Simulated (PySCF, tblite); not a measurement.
# C₄H₆NO radical: geometry, infrared bands and EPR parameters

Wanted: the infrared bands and EPR parameters of C₄H₆NO radical (`CC1=CO[N]C1`), by calculation.

Computed with tblite 0.8.0 and PySCF 2.14.0, with density-fitted response routines of our own, on a single molecule in the gas phase. Atoms count from 0, in the outputs and in this text.

## (1) The starting structure

12 atoms, charge 0, multiplicity 2; geometry from: force field or distance geometry start.

Bonds of the start (Å): C0–C1 1.45, C1–C2 1.33, C2–O3 1.39, O3–N4 1.40, N4–C5 1.47, C5–C1 1.50, C0–H6 1.10, C0–H7 1.11, C0–H8 1.13, C2–H9 1.09, C5–H10 1.09, C5–H11 1.13.

## (2) Optimising the geometry with GFN2-xTB

Job settings and geometry (Å):

```
{"job": {"kind": "relax", "xc": "GFN2-xTB", "basis": "xTB"}, "charge": 0, "multiplicity": 2}
C     -1.518200     0.130200    -0.036500
C     -0.064800     0.165300     0.002200
C      0.731400     1.228300     0.037100
O      2.021900     0.700700     0.069300
N      1.968900    -0.511900    -0.622000
C      0.784700    -1.064300     0.041100
H     -1.889400    -0.583300     0.713400
H     -2.009200     1.119000     0.088800
H     -1.839400    -0.308900    -1.024800
H      0.447300     2.280700     0.025800
H      0.344200    -1.925500    -0.455100
H      1.023900    -1.231000     1.134700
```

Launch:

```
$ OMP_NUM_THREADS=1 python probes_run.py task.json out
```

This one command runs all jobs of the session in turn.

**Question.** This job is followed by: GFN2-xTB harmonic vibrations, gas phase; UKS B3LYP, pcH-1 on C H N O, non-relativistic, mean-field spin-orbit, GIAO. What will the session give for the following? strongest single infrared mode (GFN2-xTB); zero-point energy (GFN2-xTB); g(iso) (B3LYP); ⟨S²⟩; largest a(iso) (averaged by class); surface potential, 1st and 99th percentile.

The runs gave:

| quantity | value |
| --- | --- |
| strongest single infrared mode (GFN2-xTB) | 993 cm⁻¹, 91 km/mol |
| zero-point energy (GFN2-xTB) | 58.3 kcal/mol |
| g(iso) (B3LYP) | 2.00438 |
| ⟨S²⟩ | 0.757 (exact 0.75) |
| largest a(iso) (averaged by class) | 1H on H10, H11, 172.0 MHz |
| surface potential, 1st and 99th percentile | -1.87 V and 1.29 V |

Over 68 steps the energy fell by 1.306 eV; of the close pairs, O3–N4 changed most, 1.397 to 1.354 Å. No mode is imaginary among the 30: a minimum at this level. The strongest single mode, at 993 cm⁻¹, has its largest shares on N4, H9 and O3 (the list is cut at 3 atoms). Unscaled tight-binding wavenumbers are off by several per cent, some by more. Its intensities can rank the bands wrongly. N4 carries the largest spin population, 0.75 e. The isotropic g lies 2.1 ppt above the free-electron value.
